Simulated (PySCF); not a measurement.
These 7 structures share the formula C6H5F. Method: PySCF 2.14.0, PBE0-D3(BJ)/def2-SVP geometry optimisation, gas phase. Energies are electronic, without zero-point or thermal terms, for one conformer each. No frequencies were run at this level. Point groups hold within 0.08 Å.

**Question.** Order them by energy at this level, lowest first, and give relative energies in kJ/mol.
A. `FC1=C[C@@H]2C=C[C@H]12`
B. `C#C[C@H]1[C@H]2[C@H](F)[C@@H]12`
C. `F[C@]12C=C[C@H]1C=C2`
D. `Fc1ccccc1`
E. `C1=CC(=CF)C=C1`
F. `CC#CC1(F)C=C1`
G. `[CH:1]#[C:2][C:3](=[CH2:4])/[CH:5]=[CH:6]/[F:7]` with C2–C3–C5–C6 0°

**Answer.** D (0.0), E (153.8), A (323.7), G (335.9), C (343.3), B (421.2), F (428.5).

As drawn, the lowest has an aromatic ring, which the highest lacks; the highest has a three-membered ring, a C≡C bond and a C=C bond outside aromatic rings, which the lowest lacks. Neighbours under 10 kJ/mol apart (C#CC(=C)/C=C/F and F[C@]12C=C[C@H]1C=C2; C#C[C@H]1[C@H]2[C@H](F)[C@@H]12 and CC#CC1(F)C=C1) can change places with a better method, another conformer or zero-point energy.

```json
{"SMILES": "Fc1ccccc1", "E (Eh)": "-330.88282", "E rel (kJ/mol)": "0.0", "dipole (D)": "1.35", "point group": "C2v", "A, B, C (MHz)": "5684, 2571, 1770"}
{"SMILES": "FC=C1C=CC=C1", "E (Eh)": "-330.82423", "E rel (kJ/mol)": "153.8", "dipole (D)": "1.03", "point group": "Cs", "A, B, C (MHz)": "7453, 1936, 1537"}
{"SMILES": "FC1=C[C@@H]2C=C[C@H]12", "E (Eh)": "-330.75952", "E rel (kJ/mol)": "323.7", "dipole (D)": "1.28", "point group": "C1", "A, B, C (MHz)": "6133, 2476, 2035"}
{"SMILES": "C#CC(=C)/C=C/F", "E (Eh)": "-330.75487", "E rel (kJ/mol)": "335.9", "dipole (D)": "0.97", "point group": "Cs", "A, B, C (MHz)": "4361, 1692, 1219"}
{"SMILES": "F[C@]12C=C[C@H]1C=C2", "E (Eh)": "-330.75206", "E rel (kJ/mol)": "343.3", "dipole (D)": "1.84", "point group": "Cs", "A, B, C (MHz)": "3980, 3664, 2462"}
{"SMILES": "C#C[C@H]1[C@H]2[C@H](F)[C@@H]12", "E (Eh)": "-330.72240", "E rel (kJ/mol)": "421.2", "dipole (D)": "1.21", "point group": "Cs", "A, B, C (MHz)": "7012, 1718, 1527"}
{"SMILES": "CC#CC1(F)C=C1", "E (Eh)": "-330.71959", "E rel (kJ/mol)": "428.5", "dipole (D)": "2.38", "point group": "–", "A, B, C (MHz)": "6347, 1457, 1287"}
```
